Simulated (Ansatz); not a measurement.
# BNH2 (singlet): PBE, r2SCAN, PBE0, B3LYP, wB97M-V, B2PLYP, RPA-PBE over vertical spin and charge gaps, 6-31G

Aim: run BNH2 (singlet) with these functionals over vertical spin and charge gaps, and hold them against the top wave-function level at the same points.

The runs use Ansatz 0.2.0, Gaussian basis; 6-31G, all electrons in the functionals, frozen cores in the correlation of double hybrids and RPA.

Plan: PBE, r2SCAN, PBE0, B3LYP, wB97M-V, B2PLYP, RPA-PBE, at charge 0, singlet; charge 0, triplet; charge 1, doublet.

3 further runs of the same task are left out: 3 set aside as unsound or not needed.

## Step 1: The system

The geometry is a PBE0/def2-TZVP stationary point (not a proven minimum).

4 atoms, charge 0, spin multiplicity 1.

Atoms are counted from 1 here; the program's logs count them from 0.

Bond lengths: B1–N2 1.233 Å, B1–H3 1.172 Å, N2–H4 0.991 Å. Angles: N2–B1–H3 180.0°, B1–N2–H4 180.0°.

Geometry (Å):

```xyz
4

B     0.0000    0.0000    0.5713
N     0.0000    0.0000   -0.6613
H     0.0000    0.0000    1.7429
H     0.0000    0.0000   -1.6528
```

No dispersion term is added; wB97M-V holds VV10 nonlocal correlation. B3LYP takes the VWN-RPA correlation.

The geometry shown and the zero of energy belong to the point charge 0, singlet. The yardstick, FCI, and other wave-function levels (R restricted, U unrestricted, valence and pair active spaces) come from earlier runs.

## Step 2: PBE, charge 0, singlet

in.yaml

```yaml
crystal:
  periodic: [false, false, false]
  atoms:
    - {symbol: B, position_ang: [0.000000, 0.000000, 0.571255]}
    - {symbol: N, position_ang: [0.000000, 0.000000, -0.661337]}
    - {symbol: H, position_ang: [0.000000, 0.000000, 1.742910]}
    - {symbol: H, position_ang: [0.000000, 0.000000, -1.652828]}
basis:
  gaussian: {orbitals: 6-31G}
hamiltonian: {xc: {name: PBE}}
output: {orbitals: {seedname: orbitals}}
```

Started as:

```console
$ ansatz run in.yaml --threads 1 --pin off --events-out ev --progress --plain --max-ram 4096MiB --backend cpu
```

After this run come: PBE, charge 0, triplet; PBE, charge 1, doublet; r2SCAN, charge 0, singlet; r2SCAN, charge 0, triplet; r2SCAN, charge 1, doublet; PBE0, charge 0, singlet; PBE0, charge 0, triplet; PBE0, charge 1, doublet; B3LYP, charge 0, singlet; B3LYP, charge 0, triplet; B3LYP, charge 1, doublet; wB97M-V, charge 0, singlet; wB97M-V, charge 0, triplet; wB97M-V, charge 1, doublet; B2PLYP, charge 0, singlet; B2PLYP, charge 0, triplet; B2PLYP, charge 1, doublet; RPA-PBE, charge 0, singlet; RPA-PBE, charge 0, triplet; RPA-PBE, charge 1, doublet.

Q: Predict the results of all the runs planned. Wanted: singlet to triplet, FCI; ionisation to the doublet cation, FCI; largest miss, PBE; largest miss, r2SCAN; largest miss, PBE0; largest miss, B3LYP; largest miss, wB97M-V; largest miss, B2PLYP; largest miss, RPA-PBE.

As calculated:

| quantity | value |
| --- | --- |
| singlet to triplet, FCI | 609.8 kJ/mol |
| ionisation to the doublet cation, FCI | 1063.3 kJ/mol |
| largest miss, PBE | +42.1 kJ/mol (ionisation to the doublet cation) |
| largest miss, r2SCAN | +29.1 kJ/mol (ionisation to the doublet cation) |
| largest miss, PBE0 | +27.6 kJ/mol (ionisation to the doublet cation) |
| largest miss, B3LYP | +31.7 kJ/mol (ionisation to the doublet cation) |
| largest miss, wB97M-V | +40.9 kJ/mol (singlet to triplet) |
| largest miss, B2PLYP | +35.6 kJ/mol (singlet to triplet) |
| largest miss, RPA-PBE | +42.4 kJ/mol (singlet to triplet) |
| largest miss, RCCSD(T) | +20.2 kJ/mol (singlet to triplet) |
| largest miss, UCCSD(T) | +20.1 kJ/mol (singlet to triplet) |

**Reading.** Of the functionals, PBE0 keep the smallest largest miss at the points compared (at most 27.6 kJ/mol) and RPA-PBE strays most (42.4 kJ/mol, at singlet to triplet). Functionals and the yardstick converge differently with the basis, so part of each miss in 6-31G is the basis.
